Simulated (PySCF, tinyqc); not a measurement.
Worked calculation: RHF in the sto-3g basis, for HF, spin multiplicity 1. The lowest restricted solution is unstable here: a spin-polarised one lies 0.0196 hartree lower (PySCF). Computed by tinyqc, a small Python program that keeps every step (integrals from PySCF). Settings: charge = 0, multiplicity = 1, basis = sto-3g, energy threshold = 1e-08, iteration cap = 79, orthogonalisation = symmetric, start = core, DIIS depth = 0, method = RHF. Command: `OMP_NUM_THREADS=1 python tinyqc.py 20483 20484 out.jsonl` (the two numbers bound the seeds that draw the settings). One thread of a shared host (Intel(R) Xeon(R) Processor @ 2.60GHz), about 0.06 s of CPU time with the checks. Later iterations appear only in the table of the cycle.

## One-electron integrals

Geometry (angstrom):
```
atom        x        y        z
F     0.00000  0.00000  0.00000
H     0.00000  0.00000  1.35500
```

Basis sto-3g: exponents (1/bohr^2) and contraction coefficients of normalised primitives:
```
element  l (shell)   exponent  coefficient
F            s (1)  166.67913      0.15433
F            s (1)   30.36081      0.53533
F            s (1)    8.21682      0.44463
F            s (2)    6.46480     -0.09997
F            s (2)    1.50228      0.39951
F            s (2)    0.48859      0.70012
F            p (3)    6.46480      0.15592
F            p (3)    1.50228      0.60768
F            p (3)    0.48859      0.39196
H            s (1)    3.42525      0.15433
H            s (1)    0.62391      0.53533
H            s (1)    0.16886      0.44463
```

Overlap, kinetic and nuclear-attraction integrals over the contracted functions; the nuclear repulsion is the sum of Za Zb / Rab.

nuclear repulsion = 3.5148302 hartree

overlap S, lower triangle:
```
          1F 1s    1F 2s   1F 2px   1F 2py   1F 2pz    2H 1s
1F 1s   1.00000
1F 2s   0.23799  1.00000
1F 2px  0.00000  0.00000  1.00000
1F 2py  0.00000  0.00000  0.00000  1.00000
1F 2pz  0.00000  0.00000  0.00000  0.00000  1.00000
2H 1s   0.01762  0.21456  0.00000  0.00000  0.19406  1.00000
```

kinetic energy T (hartree), lower triangle:
```
           1F 1s     1F 2s   1F 2px   1F 2py   1F 2pz    2H 1s
1F 1s   36.98458
1F 2s   -0.21286   1.03800
1F 2px   0.00000   0.00000  3.24801
1F 2py   0.00000   0.00000  0.00000  3.24801
1F 2pz   0.00000   0.00000  0.00000  0.00000  3.24801
2H 1s   -0.00575  -0.00251  0.00000  0.00000  0.04860  0.76003
```

nuclear attraction V (hartree), lower triangle:
```
            1F 1s      1F 2s     1F 2px     1F 2py     1F 2pz     2H 1s
1F 1s   -77.40012
1F 2s    -9.26975  -11.93167
1F 2px    0.00000    0.00000  -11.82557
1F 2py    0.00000    0.00000    0.00000  -11.82557
1F 2pz   -0.00690   -0.08613    0.00000    0.00000  -11.86654
2H 1s    -0.70247   -1.77305    0.00000    0.00000   -1.35658  -4.71526
```

core Hamiltonian H = T + V (hartree), lower triangle:
```
            1F 1s      1F 2s    1F 2px    1F 2py    1F 2pz     2H 1s
1F 1s   -40.41554
1F 2s    -9.48261  -10.89367
1F 2px    0.00000    0.00000  -8.57755
1F 2py    0.00000    0.00000   0.00000  -8.57755
1F 2pz   -0.00690   -0.08613   0.00000   0.00000  -8.61853
2H 1s    -0.70822   -1.77556   0.00000   0.00000  -1.30799  -3.95523
```

## Two-electron integrals

Functions are numbered as in S; the eight-fold symmetry (ij|kl) = (ji|kl) = (kl|ij) leaves the list below.

Two-electron integrals (ij|kl) in chemists' order, unique and non-zero (hartree):
```
(11|11) 5.40350   (21|11) 0.84192   (21|21) 0.15630   (22|11) 1.26803
(22|21) 0.29234   (22|22) 0.92617   (31|31) 0.02800   (32|31) 0.04317
(32|32) 0.20459   (33|11) 1.26450   (33|21) 0.29240   (33|22) 0.92596
(33|33) 0.99751   (41|41) 0.02800   (42|41) 0.04317   (42|42) 0.20459
(43|43) 0.05377   (44|11) 1.26450   (44|21) 0.29240   (44|22) 0.92596
(44|33) 0.88997   (44|44) 0.99751   (51|51) 0.02800   (52|51) 0.04317
(52|52) 0.20459   (53|53) 0.05377   (54|54) 0.05377   (55|11) 1.26450
(55|21) 0.29240   (55|22) 0.92596   (55|33) 0.88997   (55|44) 0.88997
(55|55) 0.99751   (61|11) 0.06305   (61|21) 0.01162   (61|22) 0.02162
(61|33) 0.02159   (61|44) 0.02159   (61|51) 0.00044   (61|52) 0.00084
(61|55) 0.02169   (61|61) 0.00087   (62|11) 0.18130   (62|21) 0.04245
(62|22) 0.15285   (62|33) 0.15056   (62|44) 0.15056   (62|51) 0.00284
(62|52) 0.02352   (62|55) 0.15726   (62|61) 0.00320   (62|62) 0.03280
(63|31) 0.00418   (63|32) 0.02579   (63|53) 0.00477   (63|63) 0.00460
(64|41) 0.00418   (64|42) 0.02579   (64|54) 0.00477   (64|64) 0.00460
(65|11) 0.13260   (65|21) 0.03142   (65|22) 0.12129   (65|33) 0.11639
(65|44) 0.11639   (65|51) 0.00597   (65|52) 0.04306   (65|55) 0.13096
(65|61) 0.00245   (65|62) 0.03210   (65|65) 0.03587   (66|11) 0.38754
(66|21) 0.09218   (66|22) 0.38374   (66|33) 0.37306   (66|44) 0.37306
(66|51) 0.00653   (66|52) 0.07787   (66|55) 0.40484   (66|61) 0.00697
(66|62) 0.11310   (66|65) 0.12998   (66|66) 0.77461
```

## Orthogonalisation

S = U s U^T; symmetric (Loewdin) form X = U s^(-1/2) U^T, so that X^T S X = 1.

eigenvalues of S: 0.65767  0.85953  1.00000  1.00000  1.12344  1.35935

X, lower triangle:
```
           1F 1s     1F 2s   1F 2px   1F 2py    1F 2pz    2H 1s
1F 1s    1.02248
1F 2s   -0.12574   1.04156
1F 2px   0.00000   0.00000  1.00000
1F 2py   0.00000   0.00000  0.00000  1.00000
1F 2pz  -0.00205   0.01709  0.00000  0.00000   1.01506
2H 1s    0.01165  -0.11587  0.00000  0.00000  -0.10253  1.03377
```

## Starting guess

The start is the orbitals of the core Hamiltonian; D = 2 C_occ C_occ^T.

D at the start, lower triangle:
```
           1F 1s     1F 2s   1F 2px   1F 2py    1F 2pz    2H 1s
1F 1s    2.12200
1F 2s   -0.51516   2.17477
1F 2px   0.00000   0.00000  2.00000
1F 2py   0.00000   0.00000  0.00000  2.00000
1F 2pz  -0.01012   0.05479  0.00000  0.00000   2.05298
2H 1s    0.03526  -0.14572  0.00000  0.00000  -0.17232  0.02363
```

## Iteration 1: building the Fock matrix

J_ij = sum D_kl (ij|kl), K_ij = sum D_kl (ik|jl); F = H + J - 0.5 K; E = tr D H + tr D J / 2 - 0.25 tr D K + E_nn.

Coulomb J (hartree), lower triangle:
```
           1F 1s    1F 2s   1F 2px   1F 2py   1F 2pz    2H 1s
1F 1s   20.92553
1F 2s    4.01100  9.93280
1F 2px   0.00000  0.00000  9.92417
1F 2py   0.00000  0.00000  0.00000  9.92417
1F 2pz   0.00146  0.00175  0.00000  0.00000  9.92365
2H 1s    0.29827  1.58331  0.00000  0.00000  1.23331  3.83476
```

exchange K (hartree), lower triangle:
```
           1F 1s    1F 2s   1F 2px   1F 2py   1F 2pz    2H 1s
1F 1s   11.10910
1F 2s    1.94678  3.23414
1F 2px   0.00000  0.00000  2.66406
1F 2py   0.00000  0.00000  0.00000  2.66406
1F 2pz   0.00059  0.00489  0.00000  0.00000  2.66640
2H 1s    0.15464  0.44960  0.00000  0.00000  0.26027  0.10640
```

Fock matrix F (hartree), lower triangle:
```
            1F 1s     1F 2s   1F 2px   1F 2py    1F 2pz     2H 1s
1F 1s   -25.04456
1F 2s    -6.44500  -2.57794
1F 2px    0.00000   0.00000  0.01458
1F 2py    0.00000   0.00000  0.00000  0.01458
1F 2pz   -0.00573  -0.08683  0.00000  0.00000  -0.02808
2H 1s    -0.48727  -0.41706  0.00000  0.00000  -0.20481  -0.17367
```

total energy of this density = -97.9035849 hartree

## Iteration 1: diagonalisation and new density

Diagonalise F' = X^T F X, C = X C', fill 5 alpha and 5 beta electrons from the bottom; D = 2 C_occ C_occ^T. Each column has its largest component positive (the first on a tie).

F' = X^T F X (hartree), lower triangle:
```
           1         2        3        4         5         6
1  -24.57712
2   -3.36043  -1.42263
3    0.00000   0.00000  0.01458
4    0.00000   0.00000  0.00000  0.01458
5   -0.00772  -0.05498  0.00000  0.00000   0.00973
6   -0.02528  -0.19081  0.00000  0.00000  -0.19326  -0.07697
```

orbital energies (hartree): MO1 -25.05507, MO2 -0.99127, MO3 -0.19042, MO4 0.01458, MO5 0.01458, MO6 0.16978

coefficients C:
```
             MO1       MO2       MO3      MO4       MO5       MO6
1F 1s    0.99461  -0.25903   0.06568  0.00000   0.00000  -0.02741
1F 2s    0.02193   0.99571  -0.30967  0.00000   0.00000   0.16298
1F 2px   0.00000   0.00000   0.00000  0.69616   0.71789   0.00000
1F 2py   0.00000   0.00000   0.00000  0.71789  -0.69616   0.00000
1F 2pz   0.00080   0.08953   0.57600  0.00000   0.00000   0.83747
2H 1s   -0.00269   0.10141   0.71499  0.00000   0.00000  -0.75581
```

D after iteration 1, lower triangle:
```
           1F 1s     1F 2s   1F 2px   1F 2py   1F 2pz    2H 1s
1F 1s    2.12132
1F 2s   -0.51290   2.17564
1F 2px   0.00000   0.00000  2.00000
1F 2py   0.00000   0.00000  0.00000  2.00000
1F 2pz   0.03088  -0.17841  0.00000  0.00000  0.67958
2H 1s    0.03604  -0.24100  0.00000  0.00000  0.84182  1.04301
```

Within a degenerate level the vectors are fixed only up to a rotation; this is one choice.

## Iteration 2: building the Fock matrix

As before.

Coulomb J (hartree), lower triangle:
```
           1F 1s    1F 2s   1F 2px   1F 2py   1F 2pz    2H 1s
1F 1s   19.81965
1F 2s    3.75943  9.27046
1F 2px   0.00000  0.00000  9.29085
1F 2py   0.00000  0.00000  0.00000  9.29085
1F 2pz   0.00186  0.07210  0.00000  0.00000  9.20331
2H 1s    0.27962  1.53095  0.00000  0.00000  1.23316  4.27518
```

exchange K (hartree), lower triangle:
```
           1F 1s     1F 2s   1F 2px   1F 2py   1F 2pz    2H 1s
1F 1s   11.07060
1F 2s    1.89144   3.00726
1F 2px   0.00000   0.00000  2.60003
1F 2py   0.00000   0.00000  0.00000  2.60003
1F 2pz   0.00291  -0.02288  0.00000  0.00000  1.59077
2H 1s    0.15176   0.54550  0.00000  0.00000  0.60384  1.07413
```

Fock matrix F (hartree), lower triangle:
```
            1F 1s     1F 2s    1F 2px    1F 2py    1F 2pz     2H 1s
1F 1s   -26.13119
1F 2s    -6.66890  -3.12685
1F 2px    0.00000   0.00000  -0.58672
1F 2py    0.00000   0.00000   0.00000  -0.58672
1F 2pz   -0.00649  -0.00259   0.00000   0.00000  -0.21060
2H 1s    -0.50448  -0.51736   0.00000   0.00000  -0.37675  -0.21712
```

total energy of this density = -98.4348286 hartree

## Iteration 2: diagonalisation and new density

As before.

F' = X^T F X (hartree), lower triangle:
```
           1         2         3         4         5         6
1  -25.66432
2   -3.39182  -1.94989
3    0.00000   0.00000  -0.58672
4    0.00000   0.00000   0.00000  -0.58672
5   -0.02093   0.05264   0.00000   0.00000  -0.13988
6   -0.02320  -0.24477   0.00000   0.00000  -0.36384  -0.07017
```

orbital energies (hartree): MO1 -26.14004, MO2 -1.51394, MO3 -0.58672, MO4 -0.58672, MO5 -0.45710, MO6 0.28682

coefficients C:
```
             MO1       MO2      MO3       MO4       MO5       MO6
1F 1s    0.99513  -0.26135  0.00000   0.00000   0.03355   0.04127
1F 2s    0.01988   1.01566  0.00000   0.00000  -0.17744  -0.22568
1F 2px   0.00000   0.00000  0.92238  -0.38627   0.00000   0.00000
1F 2py   0.00000   0.00000  0.38627   0.92238   0.00000   0.00000
1F 2pz   0.00068   0.00420  0.00000   0.00000   0.70084  -0.74160
2H 1s   -0.00234   0.05477  0.00000   0.00000   0.60059   0.85384
```

D after iteration 2, lower triangle:
```
           1F 1s     1F 2s   1F 2px   1F 2py   1F 2pz    2H 1s
1F 1s    2.11942
1F 2s   -0.50321   2.12690
1F 2px   0.00000   0.00000  2.00000
1F 2py   0.00000   0.00000  0.00000  2.00000
1F 2pz   0.04617  -0.24015  0.00000  0.00000  0.98238
2H 1s    0.00701  -0.10198  0.00000  0.00000  0.84229  0.72743
```

Within a degenerate level the vectors are fixed only up to a rotation; this is one choice.

## Iteration 3: building the Fock matrix

As before.

Coulomb J (hartree), lower triangle:
```
           1F 1s    1F 2s   1F 2px   1F 2py   1F 2pz    2H 1s
1F 1s   20.07135
1F 2s    3.81722  9.42920
1F 2px   0.00000  0.00000  9.44145
1F 2py   0.00000  0.00000  0.00000  9.44145
1F 2pz  -0.00391  0.03012  0.00000  0.00000  9.37831
2H 1s    0.28379  1.54205  0.00000  0.00000  1.22992  4.15740
```

exchange K (hartree), lower triangle:
```
           1F 1s     1F 2s   1F 2px   1F 2py   1F 2pz    2H 1s
1F 1s   11.07679
1F 2s    1.90476   3.05915
1F 2px   0.00000   0.00000  2.61261
1F 2py   0.00000   0.00000  0.00000  2.61261
1F 2pz   0.00181  -0.07845  0.00000  0.00000  1.88405
2H 1s    0.15296   0.56274  0.00000  0.00000  0.60465  0.86628
```

Fock matrix F (hartree), lower triangle:
```
            1F 1s     1F 2s    1F 2px    1F 2py    1F 2pz     2H 1s
1F 1s   -25.88259
1F 2s    -6.61778  -2.99404
1F 2px    0.00000   0.00000  -0.44241
1F 2py    0.00000   0.00000   0.00000  -0.44241
1F 2pz   -0.01171  -0.01679   0.00000   0.00000  -0.18224
2H 1s    -0.50091  -0.51488   0.00000   0.00000  -0.38039  -0.23097
```

total energy of this density = -98.4674573 hartree

## Iteration 3: diagonalisation and new density

As before.

F' = X^T F X (hartree), lower triangle:
```
           1         2         3         4         5         6
1  -25.41537
2   -3.38630  -1.81642
3    0.00000   0.00000  -0.44241
4    0.00000   0.00000   0.00000  -0.44241
5   -0.02486   0.04104   0.00000   0.00000  -0.11048
6   -0.02077  -0.25458   0.00000   0.00000  -0.36774  -0.08305
```

orbital energies (hartree): MO1 -25.89180, MO2 -1.38828, MO3 -0.44387, MO4 -0.44241, MO5 -0.44241, MO6 0.29863

coefficients C:
```
             MO1       MO2       MO3      MO4       MO5       MO6
1F 1s    0.99501  -0.26007   0.04300  0.00000   0.00000   0.04329
1F 2s    0.02034   1.00682  -0.21598  0.00000   0.00000  -0.23159
1F 2px   0.00000   0.00000   0.00000  0.86046  -0.50952   0.00000
1F 2py   0.00000   0.00000   0.00000  0.50952   0.86046   0.00000
1F 2pz   0.00090   0.01918   0.68307  0.00000   0.00000  -0.75776
2H 1s   -0.00242   0.08357   0.61794  0.00000   0.00000   0.83899
```

D after iteration 3, lower triangle:
```
           1F 1s     1F 2s   1F 2px   1F 2py   1F 2pz    2H 1s
1F 1s    2.11908
1F 2s   -0.50179   2.12149
1F 2px   0.00000   0.00000  2.00000
1F 2py   0.00000   0.00000  0.00000  2.00000
1F 2pz   0.05056  -0.25640  0.00000  0.00000  0.93390
2H 1s    0.00485  -0.09876  0.00000  0.00000  0.84739  0.77769
```

Within a degenerate level the vectors are fixed only up to a rotation; this is one choice.

## Iteration 8 (converged): orbitals

converged F (hartree), lower triangle:
```
            1F 1s     1F 2s    1F 2px    1F 2py    1F 2pz     2H 1s
1F 1s   -25.92245
1F 2s    -6.62619  -3.01345
1F 2px    0.00000   0.00000  -0.46473
1F 2py    0.00000   0.00000   0.00000  -0.46473
1F 2pz   -0.01288  -0.01173   0.00000   0.00000  -0.18928
2H 1s    -0.50142  -0.51927   0.00000   0.00000  -0.38136  -0.23369
```

As before.

F' = X^T F X (hartree), lower triangle:
```
           1         2         3         4         5         6
1  -25.45519
2   -3.38782  -1.83471
3    0.00000   0.00000  -0.46473
4    0.00000   0.00000   0.00000  -0.46473
5   -0.02674   0.04665   0.00000   0.00000  -0.11737
6   -0.02033  -0.25738   0.00000   0.00000  -0.36846  -0.08490
```

orbital energies (hartree): MO1 -25.93163, MO2 -1.40680, MO3 -0.46473, MO4 -0.46473, MO5 -0.45023, MO6 0.29649

coefficients C:
```
             MO1       MO2      MO3       MO4       MO5       MO6
1F 1s    0.99503  -0.26013  0.00000   0.00000   0.04155   0.04400
1F 2s    0.02028   1.00737  0.00000   0.00000  -0.21027  -0.23446
1F 2px   0.00000   0.00000  0.64554   0.76372   0.00000   0.00000
1F 2py   0.00000   0.00000  0.76372  -0.64554   0.00000   0.00000
1F 2pz   0.00095   0.01428  0.00000   0.00000   0.68584  -0.75536
2H 1s   -0.00243   0.08233  0.00000   0.00000   0.61536   0.84102
```

D after iteration 8, lower triangle:
```
           1F 1s     1F 2s   1F 2px   1F 2py   1F 2pz    2H 1s
1F 1s    2.11895
1F 2s   -0.50120   2.11882
1F 2px   0.00000   0.00000  2.00000
1F 2py   0.00000   0.00000  0.00000  2.00000
1F 2pz   0.05144  -0.25962  0.00000  0.00000  0.94117
2H 1s    0.00347  -0.09300  0.00000  0.00000  0.84642  0.77089
```

Within a degenerate level the vectors are fixed only up to a rotation; this is one choice.

## Convergence

Stop when the energy changes by less than 1e-08 hartree and every element of the error matrix X^T (F D S - S D F) X is below 3e-05.

Course of the cycle:
```
iteration  E (hartree)     change  largest element of the error matrix
1          -97.9035849          -                             3.83e-01
2          -98.4348286  -5.31e-01                             2.03e-01
3          -98.4674573  -3.26e-02                             3.87e-02
4          -98.4685585  -1.10e-03                             4.98e-03
5          -98.4685894  -3.09e-05                             1.06e-03
6          -98.4685904  -1.01e-06                             1.95e-04
7          -98.4685905  -3.76e-08                             4.62e-05
8          -98.4685905  -1.54e-09                             9.23e-06
```

PySCF RHF in the same basis = -98.4685905 hartree

Converged in 8 iterations.

## Populations, bond orders and dipole

Mulliken: Z minus the diagonal of D S on the atom; Loewdin: the same with S^(1/2) D S^(1/2); Mayer order: 2 sum_s sum (D(s) S)_ij (D(s) S)_ji over the two atoms.

Charges (e):
```
atom  Mulliken   Loewdin
1F    -0.08474  -0.07302
2H     0.08474   0.07302
```

Mayer bond orders:
```
pair    order
2-1   0.99282
```

dipole moment about the origin, x y z (debye): 0.00000  0.00000  0.95824
